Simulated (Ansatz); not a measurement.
# HSi–BH, doublet in cc-pVDZ: errors against RCCSDTQ

Geometry: that of the HSi–BH, quartet, kept fixed. The quartet lies 0.2 eV lower here.

```
atom   x (Å)    y (Å)    z (Å)
  Si  0.0000  -0.0471   0.5518
   B  0.0000  -0.0605  -1.3633
   H  0.0000   1.1711   1.4474
   H  0.0000   0.7893  -2.2001
```

Basis cc-pVDZ; Ansatz 0.2.0. Correlated methods freeze the noble-gas cores, which leaves 9 electrons in 36 orbitals. R marks a restricted (for open shells ROHF) determinant, U an unrestricted one. Active spaces: valence = (9e, 10o) chosen from the atoms' valence shells.

Full CI isn't at hand for all of this; RCCSDTQ serves as the reference, and is uncertain by about the last step of the cluster series. The frozen core follows each run's orbitals, which can shift R against U totals by a few meV.

For open shells CISD is restricted-active-space CI with the open shells as a complete middle space.

```
UHF ⟨S²⟩                          : 1.730
T1 diagnostic (RCCSD)             : 0.0500
largest doubles amplitude (RCCSD) : 0.166
T1 diagnostic (UCCSD)             : 0.0426
```

```tsv
level	E − E(RCCSDTQ) (meV)	share of correlation (%)	wall time
RHF	5620	0.00	–
UHF†	4499	–	–
RMP2	1354	75.91	–
UMP2†	1096	–	–
CISD	767	86.36	2.4 s
RCCSD	312	94.45	–
UCCSD*†	111	–	–
RCCSD(T)	73	98.70	10 s
UCCSD(T)*†	-42	–	14 s
BCCD(T)	75	98.66	8.5 s
RCCSDT	18	99.68	–
UCCSDT*†	-147	–	–
RCCSDT(Q)	0	100.00	29 s
UCCSDT(Q)*†	-184	–	39 s
CASSCF (valence space)	2907	48.28	–
NEVPT2 (valence space)	805	85.68	8 s
MRCISD (valence space)	193	96.57	–
MRCISD+Q (valence space)	29	99.49	60 s (H100)
```

An asterisk marks runs whose energy the program itself flagged as in doubt. A dagger marks rows that describe another state than the reference (another or a broken symmetry, a higher spin or other natural occupations), so the difference isn't the method's error.

The correlation energy at RCCSDTQ, counted from RHF, is -5.620 eV. That run took 63 s on 2 threads of AMD EPYC 7R13 with a shared H100 80 GB, shared host.

Times hold each run's SCF and search for its determinant on a shared host, so for small cases they say little of a method's own cost; rows without a card ran on 1 thread of AMD EPYC 7R13.

Unrestricted levels hold only the spin's projection, and here they fall towards a lower state of higher spin.

Natural occupations of CASSCF (valence space) about the gap: 1.974 1.971 1.943 1.866 0.998 0.129 0.059 0.025 0.020 0.015; effectively unpaired electrons, Σ n²(2−n)², 1.16.
